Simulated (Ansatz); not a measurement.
Geometry optimisation, UKS PBE-D4/6-31G* (Ansatz).

The input (input.yaml):

```yaml
crystal:
  periodic: [false, false, false]
  atoms:
    - { symbol: H, position_ang: [1.1025, -1.0222, 1.3085] }
    - { symbol: Si, position_ang: [-0.2983, -0.5401, 0.157] }
    - { symbol: C, position_ang: [0.5133, -0.3635, -1.5516] }
    - { symbol: C, position_ang: [-0.8629, 1.1416, 0.8377] }
    - { symbol: H, position_ang: [1.8522, -1.2053, 1.9092] }
    - { symbol: H, position_ang: [-1.4031, -1.5018, 0.1265] }
    - { symbol: H, position_ang: [1.3611, 0.3161, -1.5231] }
    - { symbol: H, position_ang: [0.8731, -1.3211, -1.9169] }
    - { symbol: H, position_ang: [-0.1926, 0.0229, -2.2842] }
    - { symbol: H, position_ang: [-0.0466, 1.8583, 0.8575] }
    - { symbol: H, position_ang: [-1.2415, 1.0491, 1.8509] }
    - { symbol: H, position_ang: [-1.6573, 1.5661, 0.2283] }
magnetization:
  spin_polarized: true
  initial_magnetization: 1
basis:
  gaussian: { orbitals: "6-31G*" }
hamiltonian:
  xc: pbe
  dispersion: d4
relax:
  f_tol: 0.15
  max_steps: 25
  restrain:
    - { distance: [0, 4], at: 0.62, k: 30.0 }
    - { distance: [1, 0], at: 2.72, k: 30.0 }
output:
  orbitals: {}
```

Launched with:

```bash
$ ansatz run input.yaml --threads 2 --pin off --max-ram 3072MiB --backend cpu --events-out ev --progress --plain --runs-dir out
```

Task: Where does it end, and by what steps?

Result: It converged. The restraints hold the end off the free minimum. After 6 steps the energy has fallen by 0.364 eV (the restraints' own energy left out); H1 moved furthest, 0.71 Å. Joined: H1–H5 (0.98 → 0.70 Å).

```
step  energy less start (eV)  largest force component (eV/Å)  accepted
   0                  0.0000                           0.984       yes
   1                 -0.1158                           1.288       yes
   2                  0.2113                           4.248       yes
   3                 -0.2402                           2.079       yes
   4                 -0.3421                           1.740       yes
   5                 -0.3078                           1.758        no
   6                 -0.3636                           1.911       yes
```

```xyz
12
Properties=species:S:1:pos:R:3
H 1.630 -1.198 1.755
Si -0.406 -0.520 0.076
C 0.436 -0.346 -1.619
C -0.938 1.160 0.785
H 2.189 -1.287 2.168
H -1.604 -1.428 -0.039
H 1.342 0.279 -1.546
H 0.738 -1.328 -2.021
H -0.243 0.127 -2.354
H -0.069 1.830 0.903
H -1.412 1.049 1.776
H -1.663 1.661 0.117
```

Run time: 15 s on 2 threads of Intel(R) Xeon(R) Platinum 8259CL CPU @ 2.50GHz (Skylake/Cascade Lake) (shared host), peak memory 0.15 GiB.
